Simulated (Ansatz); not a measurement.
A geometry relaxed with Ansatz (a program for electronic structure) with B3LYP-D3(BJ)/def2-TZVP, charge 0, multiplicity 2:

```xyz
10

H     -1.4145    -0.8572    -0.6404
H     -2.0948     0.7000    -0.1420
H     -1.4709    -0.4295     1.0596
C      0.0501     0.5996    -0.0654
H      0.1495     1.6712     0.0520
C     -1.2961    -0.0168     0.0530
H      1.4608    -0.6935     0.9225
H      1.1834    -1.0809    -0.7652
H      2.1649     0.3276    -0.3308
C      1.2737    -0.2425    -0.0651
```

Write the SMILES of this molecule.

`C[CH]C`
